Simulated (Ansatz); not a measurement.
## Chalcopyrite CdSnAs2

These are rVV10 (plane waves, PAW; Ansatz, a program for electronic structure) values and carry that method's errors.

Numerical settings: plane-wave cutoff 520 eV, 8×8×8 k mesh, Fermi–Dirac smearing 0.01 eV, scalar-relativistic PAW data made under PBE.

Cell: relaxed at this level.

```json
{
  "equilibrium_volume_per_atom": "29.84 Å³/atom",
  "bulk_modulus": "47.1 GPa",
  "band_gap": "zero (no gap)",
  "equilibrium_lattice_constant_a": "6.239 Å",
  "lattice_parameter_c": "12.263 Å",
  "pressure derivative B′ of the bulk modulus": "4.7"
}
```

Measured, for comparison: band gap 0.26 eV (temperature not stated, not corrected to a static lattice, direct or pseudo-direct at Γ; as tabulated in Ghosh et al. (2024), arXiv:2401.16805).

Note: the gap of the solid is closed in this run; the relaxation could not lower the start's symmetry, so the cell can be a saddle point above a distorted one; this level leaves the solid without a gap, although one is measured; the bulk modulus comes from volumes at which shape and atoms were relaxed.

Spin–orbit coupling is not included; it can open a gap where bands touch, and shift volumes and moduli.

Static lattice: no zero-point or thermal effects.

Cost on a shared machine: about 40 core-minutes (a rough figure).
